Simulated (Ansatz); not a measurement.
fcc Au: LDA at its full settings (plane-wave cutoff 520 eV, 24×24×24 k mesh, Fermi–Dirac smearing 0.05 eV, scalar-relativistic PAW data made under PBE) and at cheaper ones, in a cell of 1 atom with Γ-centred meshes.

| level and setting | lattice constant a (Å) | bulk modulus (GPa) |
|---|---|---|
| LDA (Ansatz) | 4.047 | 194 |
| LDA (Γ point alone) (Ansatz) | 3.751 | 582 |
| LDA (2×2×2 k mesh) (Ansatz) | 4.384 | 126 |
| LDA (4×4×4 k mesh) (Ansatz) | 4.065 | 181 |

Largest shifts from the full settings: lattice constant a +8.33 % (LDA (2×2×2 k mesh)), against a difference of -0.37 % of the full result from the reference 4.062 Å (measured, static lattice: zero-point anharmonic expansion removed; as tabulated in Mejia-Rodriguez and Trickey (2018), arXiv:1807.09216); bulk modulus +200 % (LDA (Γ point alone)), against a difference of +6.6 % of the full result from the reference 182 GPa (measured, 0 K value with the zero-point phonon effect removed, sources range from 175 to 182; as tabulated in Mejia-Rodriguez and Trickey (2018), arXiv:1807.09216).

Ansatz's density-functional and Hartree–Fock values are scalar-relativistic unless marked +SOC, with PAW data made under PBE.

Run with cheap settings on purpose, which may leave them unconverged: LDA (2×2×2 k mesh), LDA (4×4×4 k mesh), LDA (Γ point alone).

Ansatz is a first-principles code.
